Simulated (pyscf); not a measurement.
Optimised with ωB97X-D3(BJ)/def2-SVP in PySCF.

Task: For the elementary gas-phase step HO–SiH₃ + Cl–BH–Cl → HO–B(Cl)–Cl + SiH₄ (singlet surface; O–Si, B–H broken, B–O, H–Si formed), what barrier and reaction energy does ωB97M-D3(BJ)/def2-TZVP give, measured from the separated reactants?

Result: ΔE‡ = 10.0 kcal/mol, ΔE = -12.1 kcal/mol. Zero-point energy shifts the barrier by +2.3 kcal/mol. It is a four-centre exchange, with an imaginary mode of 262i cm⁻¹. On the reactant side the descent ends in an adduct with a B–O contact, 10.9 kcal/mol under the separated species and 19.3 kcal/mol under the saddle at ωB97X-D3(BJ)/def2-TZVP. What is counted as formed (B–O) is already present as a longer contact in the reactant adduct; forming that adduct is a step of its own. One saddle was located; it need not be the lowest between these sides.
